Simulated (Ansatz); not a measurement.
Geometry optimisation of propene (`C=CC`).

```yaml
crystal:
  periodic: [false, false, false]
  atoms:
    - {symbol: C, position_ang: [-1.113880, 0.426580, -0.679110]}
    - {symbol: C, position_ang: [0.162890, 0.410460, -0.345390]}
    - {symbol: C, position_ang: [0.749820, -0.516820, 0.675130]}
    - {symbol: H, position_ang: [-1.825680, -0.244660, -0.225450]}
    - {symbol: H, position_ang: [-1.504480, 1.105540, -1.417430]}
    - {symbol: H, position_ang: [0.851670, 1.095590, -0.821600]}
    - {symbol: H, position_ang: [0.610670, -1.553390, 0.371280]}
    - {symbol: H, position_ang: [1.813250, -0.336090, 0.805290]}
    - {symbol: H, position_ang: [0.255740, -0.387210, 1.637280]}
basis:
  gaussian: {orbitals: def2-TZVP}
hamiltonian: {xc: pbe0, dispersion: d4}
relax: {f_tol: 0.005, max_steps: 150}
```

```sh
$ ansatz run in.yaml --threads 2 --pin off --events-out ev --progress --plain
```

Shortened log:

```
Functional definition: PBE0
mean field -3205.30678645 eV, -117.7928517670 hartree, gradient 1.1e-5 eV, S^2 0.000000; 0 other end points of the search recorded, 0 dependent functions left out
relax step   1: F+E_penalty+E_count = -3205.40084997 eV  Δ(F+E_penalty+E_count) = +0.000e0 eV  max|allowed force component| = 1.952e-1 eV/Å  Δτ_max = 0.0000 Å  (26 SCF iters, accepted)
mean field -3205.31443029 eV, -117.7931326730 hartree, gradient 5.7e-6 eV, S^2 0.000000; 0 other end points of the search recorded, 0 dependent functions left out
relax step   2: F+E_penalty+E_count = -3205.40832007 eV  Δ(F+E_penalty+E_count) = -7.470e-3 eV  max|allowed force component| = 1.031e-1 eV/Å  Δτ_max = 0.0189 Å  (30 SCF iters, accepted)
mean field -3205.31539903 eV, -117.7931682736 hartree, gradient 5.6e-6 eV, S^2 0.000000; 0 other end points of the search recorded, 0 dependent functions left out
relax step   3: F+E_penalty+E_count = -3205.40921178 eV  Δ(F+E_penalty+E_count) = -8.917e-4 eV  max|allowed force component| = 4.434e-2 eV/Å  Δτ_max = 0.0136 Å  (30 SCF iters, accepted)
mean field -3205.31695901 eV, -117.7932256018 hartree, gradient 5.7e-6 eV, S^2 0.000000; 0 other end points of the search recorded, 0 dependent functions left out
relax step   4: F+E_penalty+E_count = -3205.41077420 eV  Δ(F+E_penalty+E_count) = -1.562e-3 eV  max|allowed force component| = 5.695e-2 eV/Å  Δτ_max = 0.0387 Å  (30 SCF iters, accepted)
mean field -3205.32212950 eV, -117.7934156139 hartree, gradient 6.1e-6 eV, S^2 0.000000; 0 other end points of the search recorded, 0 dependent functions left out
relax step   5: F+E_penalty+E_count = -3205.41596925 eV  Δ(F+E_penalty+E_count) = -5.195e-3 eV  max|allowed force component| = 2.253e-1 eV/Å  Δτ_max = 0.0670 Å  (29 SCF iters, accepted)
mean field -3205.32678293 eV, -117.7935866242 hartree, gradient 5.8e-6 eV, S^2 0.000000; 0 other end points of the search recorded, 0 dependent functions left out
relax step   6: F+E_penalty+E_count = -3205.42053447 eV  Δ(F+E_penalty+E_count) = -4.565e-3 eV  max|allowed force component| = 9.653e-2 eV/Å  Δτ_max = 0.0444 Å  (30 SCF iters, accepted)
mean field -3205.35737835 eV, -117.7947109849 hartree, gradient 2.0e-5 eV, S^2 0.000000; 0 other end points of the search recorded, 0 dependent functions left out
relax step   7: F+E_penalty+E_count = -3205.45109395 eV  Δ(F+E_penalty+E_count) = -3.056e-2 eV  max|allowed force component| = 2.057e-1 eV/Å  Δτ_max = 0.2000 Å  (28 SCF iters, accepted)
mean field -3205.33563172 eV, -117.7939118112 hartree, gradient 6.6e-6 eV, S^2 0.000000; 0 other end points of the search recorded, 0 dependent functions left out
relax step   8: F+E_penalty+E_count = -3205.42930737 eV  Δ(F+E_penalty+E_count) = +2.179e-2 eV  max|allowed force component| = 8.529e-1 eV/Å  Δτ_max = 0.1950 Å  (34 SCF iters, rejected (line search))
mean field -3205.37852986 eV, -117.7954882886 hartree, gradient 7.4e-6 eV, S^2 0.000000; 0 other end points of the search recorded, 0 dependent functions left out
relax step   9: F+E_penalty+E_count = -3205.47231941 eV  Δ(F+E_penalty+E_count) = -2.123e-2 eV  max|allowed force component| = 1.509e-1 eV/Å  Δτ_max = 0.0975 Å  (29 SCF iters, accepted)
mean field -3205.39262380 eV, -117.7960062315 hartree, gradient 7.6e-6 eV, S^2 0.000000; 0 other end points of the search recorded, 0 dependent functions left out
relax step  10: F+E_penalty+E_count = -3205.48643734 eV  Δ(F+E_penalty+E_count) = -1.412e-2 eV  max|allowed force component| = 9.956e-2 eV/Å  Δτ_max = 0.0999 Å  (29 SCF iters, accepted)
mean field -3205.38693052 eV, -117.7957970075 hartree, gradient 8.5e-6 eV, S^2 0.000000; 0 other end points of the search recorded, 0 dependent functions left out
relax step  11: F+E_penalty+E_count = -3205.48076799 eV  Δ(F+E_penalty+E_count) = +5.669e-3 eV  max|allowed force component| = 2.926e-1 eV/Å  Δτ_max = 0.1456 Å  (28 SCF iters, rejected (line search))
mean field -3205.40099822 eV, -117.7963139856 hartree, gradient 6.7e-6 eV, S^2 0.000000; 0 other end points of the search recorded, 0 dependent functions left out
relax step  12: F+E_penalty+E_count = -3205.49484910 eV  Δ(F+E_penalty+E_count) = -8.412e-3 eV  max|allowed force component| = 5.870e-2 eV/Å  Δτ_max = 0.0728 Å  (30 SCF iters, accepted)
mean field -3205.40238670 eV, -117.7963650113 hartree, gradient 6.9e-6 eV, S^2 0.000000; 0 other end points of the search recorded, 0 dependent functions left out
relax step  13: F+E_penalty+E_count = -3205.49619665 eV  Δ(F+E_penalty+E_count) = -1.348e-3 eV  max|allowed force component| = 1.333e-1 eV/Å  Δτ_max = 0.0750 Å  (29 SCF iters, accepted)
mean field -3205.40314582 eV, -117.7963929086 hartree, gradient 6.6e-6 eV, S^2 0.000000; 0 other end points of the search recorded, 0 dependent functions left out
relax step  14: F+E_penalty+E_count = -3205.49702354 eV  Δ(F+E_penalty+E_count) = -8.269e-4 eV  max|allowed force component| = 1.574e-1 eV/Å  Δτ_max = 0.0144 Å  (30 SCF iters, accepted)
mean field -3205.40370461 eV, -117.7964134437 hartree, gradient 6.5e-6 eV, S^2 0.000000; 0 other end points of the search recorded, 0 dependent functions left out
relax step  15: F+E_penalty+E_count = -3205.49753853 eV  Δ(F+E_penalty+E_count) = -5.150e-4 eV  max|allowed force component| = 1.037e-2 eV/Å  Δτ_max = 0.0041 Å  (31 SCF iters, accepted)
mean field -3205.40373025 eV, -117.7964143858 hartree, gradient 6.5e-6 eV, S^2 0.000000; 0 other end points of the search recorded, 0 dependent functions left out
relax step  16: F+E_penalty+E_count = -3205.49756253 eV  Δ(F+E_penalty+E_count) = -2.400e-5 eV  max|allowed force component| = 5.914e-3 eV/Å  Δτ_max = 0.0013 Å  (31 SCF iters, accepted)
mean field -3205.40373877 eV, -117.7964146991 hartree, gradient 6.5e-6 eV, S^2 0.000000; 0 other end points of the search recorded, 0 dependent functions left out
relax step  17: F+E_penalty+E_count = -3205.49756597 eV  Δ(F+E_penalty+E_count) = -3.441e-6 eV  max|allowed force component| = 5.343e-3 eV/Å  Δτ_max = 0.0010 Å  (31 SCF iters, accepted)
mean field -3205.40373907 eV, -117.7964147101 hartree, gradient 6.5e-6 eV, S^2 0.000000; 0 other end points of the search recorded, 0 dependent functions left out
relax step  18: F+E_penalty+E_count = -3205.49756721 eV  Δ(F+E_penalty+E_count) = -1.242e-6 eV  max|allowed force component| = 5.839e-4 eV/Å  Δτ_max = 0.0009 Å  (31 SCF iters, accepted)
mean field -3205.40373907 eV, -117.7964147101 hartree, gradient 6.5e-6 eV, S^2 0.000000; 1 other end points of the search recorded, 0 dependent functions left out
Total energy: -3205.49759385 eV, -117.7998638096 hartree
Atom 0 at    -1.129371     0.554148    -0.580230 Å, force    -0.000212     0.000145    -0.000267 eV/Å
Atom 1 at     0.157576     0.266310    -0.447366 Å, force     0.000044    -0.000037     0.000411 eV/Å
Atom 2 at     0.744870    -0.543551     0.656402 Å, force     0.000247     0.000584     0.000029 eV/Å
Atom 3 at    -1.864793     0.202700     0.137358 Å, force    -0.000033    -0.000429    -0.000165 eV/Å
Atom 4 at    -1.495508     1.149819    -1.408246 Å, force     0.000033     0.000361     0.000232 eV/Å
Atom 5 at     0.857045     0.641533    -1.192333 Å, force     0.000039    -0.000570    -0.000342 eV/Å
Atom 6 at     1.261630    -1.425291     0.264329 Å, force    -0.000075     0.000036    -0.000330 eV/Å
Atom 7 at     1.490403     0.033403     1.212752 Å, force     0.000043    -0.000055     0.000300 eV/Å
Atom 8 at    -0.021852    -0.879072     1.357334 Å, force    -0.000086    -0.000034     0.000131 eV/Å
Dipole moment:     0.073609    -0.032889     0.032861 e Å
```

Hardware: 2 threads of a server CPU on a shared host. Wall time 17 s, peak host memory 0.22 GiB.
